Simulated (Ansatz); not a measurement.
Results of PBEsol (Ansatz, a quantum-chemistry and plane-wave program, PAW) for fcc Au.

Settings: plane-wave cutoff 500 eV, 20×20×1 k mesh (along the axes of the cell as run), Fermi–Dirac smearing 0.1 eV, scalar-relativistic PAW data made under PBE.

Q: Give the computed surface energy of the (100) face and work function of the (100) face.

A: 
* **surface energy of the (100) face**: 1.20 J/m²
* **work function of the (100) face**: 5.20 eV

The slab of 6 atoms is relaxed and unreconstructed.

Spin–orbit coupling is not included; it can shift volumes and moduli of such heavy elements.

Static lattice: no zero-point or thermal effects.

Cost on a shared machine: about 4 core-minutes (a rough figure).
